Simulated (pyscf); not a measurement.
PySCF, gas phase, ωB97X-D3(BJ)/def2-SVP geometries.

SMILES: CC(Br)=C
```xyz
9

C     -2.0796     0.4333     0.3430
C     -1.0870    -0.0628    -0.3928
C     -0.1431    -1.1578     0.0046
Br    -0.7699     0.6329    -2.1324
H     -2.7261     1.2350    -0.0203
H     -2.2619     0.0323     1.3449
H      0.8972    -0.7971    -0.0150
H     -0.2130    -2.0023    -0.6988
H     -0.3788    -1.5156     1.0179
```
Charge 0, spin multiplicity 1.

**Question.** List the bond dissociation enthalpies at 298 K of H₂C=C(CH₃)–Br from ωB97M-D3(BJ)/def2-TZVP, from the weakest bond up.

**Answer.** Br–C to H₂C=C•–CH₃ + Br•: 3.45 eV; C–H to •H₂C–C(=CH₂)–Br + H•: 3.85 eV; C–C to H₂C=C•–Br + CH₃•: 4.40 eV; C–H to •HC=C(CH₃)–Br + H•: 4.79 eV. Ring and multiple bonds, and those that leave no two simple radicals, are not listed. The radicals are drawn with the spin at the cut bond; how far it spreads was not checked. •HC=C(CH₃)–Br lies 0.98 eV over its isomer •H₂C–CH=CH–Br, and others may lie lower still (electronic energy, ωB97M-D3(BJ)). H₂C=C•–CH₃ lies 0.88 eV over its isomer •H₂C–CH=CH₂, and others may lie lower still (electronic energy, ωB97M-D3(BJ)). Other isomers of H₂C=C•–Br, •H₂C–C(=CH₂)–Br were not searched in full and may lie lower. Left out: the spin-orbit lowering of Br, which is large for Br, Se, Te and I. Elements up to Kr have no core potential and no relativistic terms here.
